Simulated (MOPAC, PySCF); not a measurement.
Noncovalent pair: H2O (SMILES O) (first 3 atoms) with H2O (SMILES O); geometry from S22 set.
(charge 0, multiplicity 1):
```
atom    x (Å)    y (Å)    z (Å)
----  -------  -------  -------
O     -1.5510  -0.1145   0.0000
H     -1.9343   0.7625   0.0000
H     -0.5997   0.0407   0.0000
O      1.3506   0.1115   0.0000
H      1.6804  -0.3737  -0.7586
H      1.6804  -0.3737   0.7586
```

Counterpoise-corrected where a basis set is named; no monomer relaxation. Rows marked so take none.

Rows in 6-31G* carry no dispersion term and start afresh at each structure (6-31G* with six Cartesian d functions). MP2/6-31G* freezes PySCF's default core. The state that PM6, PM7 reach isn't checked; PM7 holds dispersion and hydrogen-bond terms.

The values were computed with MOPAC for PM6, PM7 (differences of heats of formation); PySCF for 6-31G* rows. Each number belongs to the level named beside it.

**Question.** One of these levels gives -7.13 kcal/mol for the interaction energy. Which one is it?
A) MP2/6-31G* (no counterpoise)
B) PM7
C) PM6

**Answer.** A, MP2/6-31G* (no counterpoise). The others give -3.94 (PM6), -4.91 (PM7)
